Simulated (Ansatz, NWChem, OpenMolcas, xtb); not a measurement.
**CH2F2 (SMILES FCF): the HOMO–LUMO gap, rung by rung**

The species is CH2F2 (5 atoms), meant as a singlet with charge 0. As SMILES, `FCF`. Geometry: relaxed at PBE0-D4/def2-TZVP.

Each level gives the HOMO–LUMO gap (eV). The values are calculated.

| level | kind | program | value (eV) | CPU time |
| --- | --- | --- | --- | --- |
| GFN1-xTB | semi-empirical | xtb | 9.66 | under 2 s |
| HF/aug-cc-pVDZ | Hartree–Fock | NWChem | 15.50 | 12 s |
| SVWN5/aug-cc-pVDZ | LDA | OpenMolcas | 7.82 | 27 s |
| PBE/aug-cc-pVDZ | GGA | OpenMolcas | 7.70 | 30 s |
| r2SCAN/aug-cc-pVDZ | meta-GGA | OpenMolcas | 8.78 | 37 s |
| BHLYP/aug-cc-pVDZ | global hybrid | Ansatz | 11.99 | 5.3 s |
| HSE06/aug-cc-pVDZ | range-separated hybrid | Ansatz | 9.33 | 5.8 s |
| wB97M-V/aug-cc-pVDZ | range-separated hybrid | Ansatz | 12.88 | 35 s |
| PBE-QIDH/aug-cc-pVDZ | double hybrid | Ansatz | 13.54 | 6.2 s |

The values span 7.70 to 15.50 eV. Orbital gaps aren't excitation energies, and those of double hybrids come from the SCF part alone; they tend to grow with the share of exact exchange. Times are those of the runs behind each value, whatever else they computed, on shared processors of several kinds: orders of magnitude only.
